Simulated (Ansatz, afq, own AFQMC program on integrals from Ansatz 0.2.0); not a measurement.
Two steps: Ansatz 0.2.0 writes the Fock matrix and Cholesky factors of the valence space, and afq projects on them the lowest state that overlaps trial and start.

```yaml
crystal:
  periodic: [false, false, false]
  atoms:
    - {symbol: Al, position_ang: [0.000000, 0.027998, -0.114682]}
    - {symbol: H, position_ang: [0.000000, -0.356795, 1.926368]}
    - {symbol: H, position_ang: [-0.000001, 0.412791, 1.926368]}
    - {symbol: H, position_ang: [-0.000002, 1.564933, -0.330833]}
    - {symbol: H, position_ang: [0.000003, -2.370399, -0.451988]}
basis:
  gaussian: {orbitals: 6-31G}
total_charge: 1
magnetization: {spin_polarized: true, initial_magnetization: 0}
correlation: {method: ccsd_t, electrons: outside_noble_gas, hamiltonian_folder: ham}
```

```sh
$ ansatz run in.yaml --threads 1 --pin off --events-out ev --progress --plain --max-ram 24576MiB --backend cuda --devices 0, --max-vram 18GiB
```

afq runs on the folder ham with

```
--method phaseless --trial hf --walkers 4000 --populations 20 --least-time 40 --time-step 0.005 --steps-per-block 20 --equilibration-blocks 160 --max-blocks 4000 --target-error 0.00145 --factor-cut 1e-05 --start spin_pure --seed 1029 --taylor-order 6
```

Times are imaginary, in 1/Eh. The walk had a cap of 49 s. With eight or more populations the least sampling time is a fifth of least-time, and the error comes from their spread.

Log:

```
orbitals 16  electrons 3 3  factors 97 of 266
reference energy -243.79641924 Eh
CCSD correlation -0.07792407 Eh in 15 cycles, weight of the determinant in the CISD state 0.7121
energy of the start -243.808143 Eh
 block  time / (1/Eh)  mean weight  energy / Eh
     1     0.100  1.0002  -243.817282
     2     0.200  1.0003  -243.824897
     3     0.300  1.0002  -243.830969
     4     0.400  1.0002  -243.835824
     5     0.500  1.0003  -243.840804
     9     0.900  1.0002  -243.853287
    25     2.500  1.0000  -243.871764
    49     4.900  0.9999  -243.875427
    73     7.300  1.0000  -243.875031
    97     9.700  1.0000  -243.875904
   109    10.900  1.0001  -243.880956
   121    12.100  1.0000  -243.876312
   145    14.500  0.9997  -243.878155
   169    16.900  1.0000  -243.874573
   193    19.300  1.0000  -243.875258
   217    21.700  1.0000  -243.877265
   235    23.500  1.0001  -243.877449
error from the spread of 20 populations
energy -243.877131 +/- 0.000439 Eh
(rows thinned)
```

The run passed its tests (sampling time, drift between the halves within three errors, error under three times the target), which doesn't prove that it has relaxed.

Against this walk (error 11.9 meV) on the same determinant: CCSD(T) 33.2 meV higher, CCSDT(Q) 3.0 meV lower (within the noise), CCSDTQ 4.3 meV lower (within the noise), full CI 4.4 meV lower (within the noise), a separate phaseless walk with a CISD trial and standard settings 5.3 ± 12.1 meV higher (within the noise). The error is statistical and leaves out the bias of the constraint. The determinant has ⟨S²⟩ = 0.60, so the low cluster orders mix in higher spin, while the walk starts as a pure singlet. The determinant is a poor start (see the cautions), so the low cluster orders aren't to be relied on, and full CI is the sure value.

Cautions: constraint bias not in the error; strong correlation (T1 0.112, weight of the determinant 0.71, largest double 0.32); unrestricted determinant spin contaminated (⟨S²⟩ 0.60 against 0.00).

The walk took 22 s on 1 × NVIDIA H100 80GB HBM3 with 2 threads of AMD EPYC 7R13 Processor (Zen 3), with other jobs on the host (the card was shared). The log's last line is the phaseless energy.

CCSDT and higher add their correlation energy to the determinant of the CCSD(T) run, since their own runs factorise the integrals more tightly (a shift of under 2 meV). A walk keeps the symmetry of its determinant, which the program's search chose and which needn't be the lowest solution, so a lower state of the same spin and another symmetry isn't excluded.
